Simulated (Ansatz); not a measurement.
hcp Re was calculated with rVV10 (PAW; Ansatz, a program for electronic structure).

Numerical settings: plane-wave cutoff 520 eV, 24×24×12 k mesh (along the axes of the cell as run), Fermi–Dirac smearing 0.05 eV, no spin polarisation, scalar-relativistic PAW data made under PBE.

Shape and atoms are relaxed at each volume.

Pressure at four volumes; x = ln(V/15.287 Å³). One pressure is withheld.

```
V (Å³/atom)        x  P (GPa)
-----------  -------  -------
14.675       -0.0409    15.70
15.287        0.0000     0.01
15.592        0.0198    -6.64
15.898        0.0392        ?
```

Question: Pass a parabola P(x) through the three rows shown, estimate the bulk modulus and its pressure derivative near zero pressure, and predict the withheld pressure.

Answer: Slopes between the rows: (0.01 − (15.70))/(0.0000 − (-0.0409)) = -383.62 and (-6.64 − (0.01))/(0.0198 − (0.0000)) = -335.86 GPa. Their difference over the span 0.0607 is c = 47.76/0.0607 = 786.8 GPa, so P(x) = 15.70 + (-383.62)(x − (-0.0409)) + 786.8 (x − (-0.0409))(x − (0.0000)). At the middle row B = −dP/dx = −[-383.62 + 786.8 × 0.0409] = 351.4 GPa, and B′ = dB/dP = 2c/B = 4.5. At x = 0.0392 the parabola gives -12.56 GPa; the run gives -12.58 GPa. The Birch–Murnaghan fit to the energies at all volumes has B0 = 351 GPa and B′ = 4.5.

Measured, for comparison: bulk modulus 369 GPa (zero-point energy and finite temperature contributions removed, our sources range from 369 to 381; as tabulated in doi:10.1021/acs.jctc.3c00612). Computed (rounded) less measured: bulk modulus -5 % (-5 % to -8 % over the range).

Note: the bulk modulus comes from volumes at which shape and atoms were relaxed.

Spin–orbit coupling is not included.
